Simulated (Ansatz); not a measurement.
A nudged elastic band was laid between two geometries of H$_{6}$Si$_{2}$ (8 atoms, charge 0, multiplicity 1).

Level of theory: Ansatz, RKS B3LYP-D4/def2-SVP.

```json
{"movable images": "5", "climbing image": "yes", "spring": "5.0 eV/Å²", "optimiser": "quadratic models (default)", "start path": "through a guess of the saddle point", "force threshold": "0.05 eV/Å", "iteration limit": "60", "end points": "relaxed"}
```

Initial state:

```xyz
8
Properties=species:S:1:pos:R:3
Si 0.352 0.016 -0.040
Si 1.021 -0.017 2.216
H -0.148 -0.262 3.111
H 2.026 -1.100 2.433
H 1.640 1.292 2.581
H 1.546 0.209 -0.915
H -0.607 1.134 -0.284
H -0.308 -1.272 -0.409
```

Final state:

```xyz
8
Properties=species:S:1:pos:R:3
Si -0.508 0.400 0.077
Si 1.170 -0.045 2.081
H 0.185 -0.802 2.890
H 2.512 -0.695 2.219
H 1.292 1.389 2.436
H 1.062 -0.309 0.528
H 0.409 1.032 -0.960
H -0.600 -0.971 -0.577
```

(1) Which bonds break or form, and what moves?

(2) What energy profile does the band end with?

(3) What is the geometry of the highest image?

(4) What are the harmonic wavenumbers there?

The band took 10 iterations and roughly 2 core-minutes.

## Answers

(1) Bonds formed: Si2–H6.

(2) The forces met the threshold. The highest image is number 5 of 0 to 6, 190.8 kJ/mol above the first end and 1.5 kJ/mol above the last; the last end lies 189.4 kJ/mol above the first. A vibrational analysis at the climbing image gives one clearly imaginary mode, 246i cm⁻¹: a first-order saddle point.

```json
{"image": "0", "path coordinate (Å)": "0.00", "energy (kJ/mol)": "0.0", "Si2–H6 (Å)": "3.18"}
{"image": "1", "path coordinate (Å)": "0.67", "energy (kJ/mol)": "1.4", "Si2–H6 (Å)": "3.20"}
{"image": "2", "path coordinate (Å)": "1.34", "energy (kJ/mol)": "3.6", "Si2–H6 (Å)": "3.18"}
{"image": "3", "path coordinate (Å)": "2.01", "energy (kJ/mol)": "28.0", "Si2–H6 (Å)": "2.77"}
{"image": "4", "path coordinate (Å)": "2.68", "energy (kJ/mol)": "129.5", "Si2–H6 (Å)": "2.20"}
{"image": "5", "path coordinate (Å)": "3.35", "energy (kJ/mol)": "190.8", "Si2–H6 (Å)": "1.69"}
{"image": "6", "path coordinate (Å)": "3.63", "energy (kJ/mol)": "189.4", "Si2–H6 (Å)": "1.58"}
```

(3) 
```xyz
8
Properties=species:S:1:pos:R:3:forces:R:3
Si -0.398 0.313 0.141 0.02 0.00 0.00
Si 1.104 -0.013 2.063 0.00 0.01 -0.01
H 0.214 -0.809 2.949 0.00 0.00 0.00
H 2.458 -0.656 2.125 0.00 0.00 0.00
H 1.279 1.407 2.464 0.00 0.00 0.01
H 1.145 -0.345 0.403 -0.01 0.00 -0.01
H 0.340 1.113 -0.905 -0.01 -0.01 0.01
H -0.622 -1.011 -0.546 0.00 0.00 0.00
```

(4) 246i, 146, 346, 459, 577, 651, 762, 859, 912, 964, 993, 1254, 1524, 2123, 2139, 2171, 2232, 2258 cm⁻¹.

Time of the run: 2 min on 1 thread of Intel(R) Xeon(R) Platinum 8259CL CPU @ 2.50GHz (Skylake/Cascade Lake), on a shared host, peak memory 0.14 GiB.
